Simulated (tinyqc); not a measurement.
Inside a calculation. Method: RKS/BP86 in the sto-6g basis, for BH, spin multiplicity 1. One step of it, computed by the program tinyqc.

Question. Iteration 1: building the Kohn-Sham matrix. J_ij = sum D_kl (ij|kl); F = H + J + V_xc; E = tr D H + tr D J / 2 + E_xc + E_nn.

D at the start, lower triangle:
```
,1B 1s,1B 2s,1B 2px,1B 2py,1B 2pz,2H 1s
1B 1s,2.153247
1B 2s,-0.580057,2.193745
1B 2px,0.000000,0.000000,0.000000
1B 2py,0.000000,0.000000,0.000000,0.000000
1B 2pz,-0.012130,0.050784,0.000000,0.000000,2.060188
2H 1s,0.036263,-0.121335,0.000000,0.000000,-0.147620,0.016905
```

core Hamiltonian H = T + V (hartree), lower triangle:
```
,1B 1s,1B 2s,1B 2px,1B 2py,1B 2pz,2H 1s
1B 1s,-12.724911
1B 2s,-3.152354,-3.655520
1B 2px,0.000000,0.000000,-2.890714
1B 2py,0.000000,0.000000,0.000000,-2.890714
1B 2pz,-0.007769,-0.074683,0.000000,0.000000,-2.933039
2H 1s,-0.169052,-0.580844,0.000000,0.000000,-0.638157,-1.872110
```

Two-electron integrals (ij|kl) in chemists' order, unique and non-zero (hartree):
```
i,j,k,l,(ij|kl)
1,1,1,1,2.924993
2,1,1,1,0.480756
2,1,2,1,0.099484
2,2,1,1,0.743449
2,2,2,1,0.188967
2,2,2,2,0.544922
3,1,3,1,0.021096
3,2,3,1,0.030854
3,2,3,2,0.120443
3,3,1,1,0.743450
3,3,2,1,0.188967
3,3,2,2,0.544922
3,3,3,3,0.587109
4,1,4,1,0.021096
4,2,4,1,0.030854
4,2,4,2,0.120443
4,3,4,3,0.031641
4,4,1,1,0.743450
4,4,2,1,0.188967
4,4,2,2,0.544922
4,4,3,3,0.523827
4,4,4,4,0.587109
5,1,5,1,0.021096
5,2,5,1,0.030854
5,2,5,2,0.120443
5,3,5,3,0.031641
5,4,5,4,0.031641
5,5,1,1,0.743450
5,5,2,1,0.188967
5,5,2,2,0.544922
5,5,3,3,0.523827
5,5,4,4,0.523827
5,5,5,5,0.587109
6,1,1,1,0.026138
6,1,2,1,0.005258
6,1,2,2,0.009966
6,1,3,3,0.009913
6,1,4,4,0.009913
6,1,5,1,0.000418
6,1,5,2,0.000814
6,1,5,5,0.010071
6,1,6,1,0.000288
6,2,1,1,0.091459
6,2,2,1,0.023826
6,2,2,2,0.079420
6,2,3,3,0.076998
6,2,4,4,0.076998
6,2,5,1,0.002695
6,2,5,2,0.018081
6,2,5,5,0.084264
6,2,6,1,0.001351
6,2,6,2,0.019394
6,3,3,1,0.002014
6,3,3,2,0.010143
6,3,5,3,0.003049
6,3,6,3,0.001642
6,4,4,1,0.002014
6,4,4,2,0.010143
6,4,5,4,0.003049
6,4,6,4,0.001642
6,5,1,1,0.099035
6,5,2,1,0.026069
6,5,2,2,0.090843
6,5,3,3,0.086480
6,5,4,4,0.086480
6,5,5,1,0.004427
6,5,5,2,0.028313
6,5,5,5,0.099569
6,5,6,1,0.001528
6,5,6,2,0.025615
6,5,6,5,0.034833
6,6,1,1,0.280187
6,6,2,1,0.074193
6,6,2,2,0.277550
6,6,3,3,0.265197
6,6,4,4,0.265197
6,6,5,1,0.007688
6,6,5,2,0.071074
6,6,5,5,0.302257
6,6,6,1,0.004217
6,6,6,2,0.098095
6,6,6,5,0.138605
6,6,6,6,0.774999
```

nuclear repulsion = 1.40216537 hartree

V_xc (hartree), lower triangle:
```
,1B 1s,1B 2s,1B 2px,1B 2py,1B 2pz,2H 1s
1B 1s,-1.916477
1B 2s,-0.262979,-0.463746
1B 2px,0.000000,0.000000,-0.436298
1B 2py,0.000000,0.000000,0.000000,-0.436298
1B 2pz,-0.000405,0.000855,0.000000,0.000000,-0.518551
2H 1s,-0.015112,-0.056723,0.000000,0.000000,-0.062240,-0.121536
```

E_xc = sum of w rho eps_xc = -4.59507079 hartree

Give: Coulomb J; Kohn-Sham matrix F; total energy of this density.

Answer.

Coulomb J (hartree), lower triangle:
```
,1B 1s,1B 2s,1B 2px,1B 2py,1B 2pz,2H 1s
1B 1s,8.8583
1B 2s,1.7118,3.6590
1B 2px,0.0000,0.0000,3.6172
1B 2py,0.0000,0.0000,0.0000,3.6172
1B 2pz,0.0008,0.0000,0.0000,0.0000,3.7426
2H 1s,0.0922,0.5084,0.0000,0.0000,0.5761,1.7045
```

Kohn-Sham matrix F (hartree), lower triangle:
```
,1B 1s,1B 2s,1B 2px,1B 2py,1B 2pz,2H 1s
1B 1s,-5.7831
1B 2s,-1.7036,-0.4603
1B 2px,0.0000,0.0000,0.2902
1B 2py,0.0000,0.0000,0.0000,0.2902
1B 2pz,-0.0074,-0.0738,0.0000,0.0000,0.2910
2H 1s,-0.0920,-0.1292,0.0000,0.0000,-0.1243,-0.2891
```

total energy of this density = -24.435760 hartree

This density is the starting one.
